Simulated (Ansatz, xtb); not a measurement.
## Two isomers of C5H10F+

We compare a, `C[C+](F)C(C)C`, a singlet, with b, `CCC[C+](C)F`, a singlet. Both are isolated ions in the gas phase, relaxed with PBE-D3(BJ)/def2-SVP; the shapes shown needn't be the lowest conformers.

a (Å):

```xyz
16

C     0.0053    0.9851    3.1192
C     0.7425    0.3762    1.9246
C    -0.0893   -0.3378    0.9664
C    -1.4980   -0.1167    0.6762
C     1.4264    1.4840    1.0169
F     0.4964   -1.2519    0.2653
H     0.7446    1.4834    3.7748
H    -0.7312    1.7539    2.8123
H    -0.5109    0.2102    3.7183
H     1.5571   -0.3136    2.2366
H    -1.8081    0.9232    0.8962
H    -1.7793   -0.4550   -0.3391
H    -2.0591   -0.7541    1.4094
H     0.6807    2.2036    0.6284
H     2.1239    2.0218    1.6897
H     2.0033    1.0450    0.1820
```

b (Å):

```xyz
16

C    -0.3327    2.5649   -2.4621
C    -0.3645    2.0052   -1.0503
C    -0.0610    0.4329   -0.9266
C    -1.1561   -0.2900   -1.5296
C    -1.2429   -0.7836   -2.8961
F    -2.1979   -0.4822   -0.7883
H    -1.1856    2.2324   -3.0876
H    -0.3925    3.6709   -2.4090
H     0.6128    2.3209   -2.9884
H     0.4353    2.4502   -0.4239
H    -1.3274    2.2071   -0.5395
H    -0.0001    0.1952    0.1546
H     0.8907    0.2177   -1.4497
H    -0.5690   -0.2283   -3.5765
H    -0.8546   -1.8361   -2.8675
H    -2.2885   -0.8403   -3.2576
```

Quicker runs give these differences E(b) − E(a): GFN2-xTB +4.2 kJ/mol; HF/STO-3G +5.3 kJ/mol (at GFN2-xTB geometries); r2SCAN-D4/def2-SVP +6.6 kJ/mol (at GFN2-xTB geometries).

Problem. Estimate E(b) − E(a) at the level CCSD(T)/def2-SVP + ΔMP2/def2-TZVPP.

Solution. Calculated at CCSD(T)/def2-SVP + ΔMP2/def2-TZVPP: E(b) − E(a) = +9.3 kJ/mol, so structure a lies lower.

The same difference at several levels:

| level | geometry | E(b) − E(a) (kJ/mol) | departure from the last row (kJ/mol) | job, with rough time for the two |
| --- | --- | --- | --- | --- |
| GFN2-xTB | GFN2-xTB | +4.2 | −5.1 | optimisation, 0.54 s |
| HF/STO-3G | GFN2-xTB | +5.3 | −4.1 | single point, 0.59 s |
| r2SCAN-D4/def2-SVP | GFN2-xTB | +6.6 | −2.7 | single point, 4.2 s |
| PBE-D3(BJ)/def2-SVP | PBE-D3(BJ)/def2-SVP | +4.6 | −4.7 | optimisation, 66 s |
| HF/def2-SVP | PBE-D3(BJ)/def2-SVP | +5.6 | −3.7 | part of the CCSD(T) run |
| MP2/def2-SVP | PBE-D3(BJ)/def2-SVP | +9.7 | +0.3 | part of the CCSD(T) run |
| CCSD(T)/def2-SVP | PBE-D3(BJ)/def2-SVP | +9.0 | −0.4 | single point |
| CCSD(T)/def2-SVP + ΔMP2/def2-TZVPP | PBE-D3(BJ)/def2-SVP | +9.3 |  | single point, 88 s |

As drawn, both hold the same kinds of bond in the same numbers. Structure a has 3 methyl groups, b 2.

None of the levels shown reverses the order. The largest departure from CCSD(T)/def2-SVP + ΔMP2/def2-TZVPP is that of GFN2-xTB, 5.1 kJ/mol. The last row adds to CCSD(T) the change of the MP2 difference between the two basis sets, here +0.4 kJ/mol.

With harmonic frequencies from PBE-D3(BJ)/def2-SVP (ideal gas, rigid rotor, one conformer each, 298.15 K, 1 atm): on the last row, ΔE + ΔZPE = +10.7, ΔH = +10.4, ΔG = +9.5 kJ/mol.

The correlated steps freeze 6 core orbitals. Programs: Ansatz 0.2.0, xtb 6.7.1; the last row on 2 threads of Intel(R) Xeon(R) Processor @ 2.70GHz on a shared host.
